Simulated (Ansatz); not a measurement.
**BSiH4 (doublet): the correlation ladder at a displaced geometry (v2), cc-pVDZ**

How much of the correlation energy of BSiH4 (doublet) does each wave-function method recover here?

Computed with Ansatz 0.2.0, Gaussian basis. Level: cc-pVDZ, core rule «outside noble gas», up to 6 orbitals frozen.

Plan: UHF; CCSD(T) on ROHF; CCSD(T) on UHF; BCCD(T) on ROHF; CISD; CCSDT(Q) on ROHF; CCSDT(Q) on UHF; CASSCF and MRCISD+Q, 9 electrons in 9 orbitals; CASSCF and NEVPT2, 9 electrons in 9 orbitals.

16 further runs of the same task are left out: 4 that didn't finish, 12 set aside as unsound or not needed.

## 1. The geometry

The geometry is a PBE0/def2-TZVP stationary point (not a proven minimum) with its atoms shifted at random (size 0.100 Å).

6 atoms, charge 0, spin multiplicity 2.

Atoms are counted from 1 here; the program's logs count them from 0.

Bond lengths: Si1–B2 1.918 Å, Si1–H3 1.469 Å, Si1–H4 1.562 Å, B2–H5 1.157 Å, B2–H6 1.320 Å. Angles: B2–Si1–H3 124.6°, B2–Si1–H4 123.9°, H3–Si1–H4 110.7°, Si1–B2–H5 126.1°, Si1–B2–H6 119.1°, H5–B2–H6 112.3°.

## 2. UHF

File in.yaml:

```yaml
crystal:
  periodic: [false, false, false]
  atoms:
    - {symbol: Si, position_ang: [0.045661, 0.004466, 0.562304]}
    - {symbol: B, position_ang: [-0.119214, 0.012840, -1.348492]}
    - {symbol: H, position_ang: [-0.042593, 1.199140, 1.412623]}
    - {symbol: H, position_ang: [0.040515, -1.293578, 1.430837]}
    - {symbol: H, position_ang: [-0.062543, 0.943049, -2.033449]}
    - {symbol: H, position_ang: [0.070987, -1.110760, -2.014483]}
basis:
  gaussian: {orbitals: cc-pVDZ}
magnetization: {spin_polarized: true, initial_magnetization: 1}
hamiltonian: {xc: hf}
output: {orbitals: {seedname: orbitals}}
```

On the command line:

```console
ansatz run in.yaml --threads 1 --pin off --events-out ev --progress --plain --max-ram 2393MiB
```

The runs that follow: CCSD(T) on ROHF; CCSD(T) on UHF; BCCD(T) on ROHF; CISD; CCSDT(Q) on ROHF; CCSDT(Q) on UHF; CASSCF and MRCISD+Q, 9 electrons in 9 orbitals; CASSCF and NEVPT2, 9 electrons in 9 orbitals.

Q: Predict the results of all the runs planned. Wanted: UCCSDT(Q) below the RHF energy; RMP2 from UCCSDT(Q); UMP2 from UCCSDT(Q); RCCSD from UCCSDT(Q); RCCSD(T) from UCCSDT(Q); UCCSD(T) from UCCSDT(Q); RCCSDT(Q) from UCCSDT(Q); T1 diagnostic.

**Answer**, as computed:

| quantity | value |
| --- | --- |
| UCCSDT(Q) below the RHF energy | -6.1421 eV |
| RMP2 from UCCSDT(Q) | +1302.2 meV |
| UMP2 from UCCSDT(Q) | +1315.0 meV |
| RCCSD from UCCSDT(Q) | +191.7 meV |
| RCCSD(T) from UCCSDT(Q) | +38.3 meV |
| UCCSD(T) from UCCSDT(Q) | +38.5 meV |
| RCCSDT(Q) from UCCSDT(Q) | +0.3 meV |
| levels within 1 kcal/mol (43 meV) | RCCSD(T), UCCSD(T), BCCD(T), RCCSDT, UCCSDT, RCCSDT(Q) |
| T1 diagnostic | 0.017 |

What this shows: RCCSD(T) misses by +38.3 meV, 0.6 % of the correlation energy. These misses are within one basis, not against nature; the frozen cores of restricted and unrestricted runs differ, which can shift their rows.
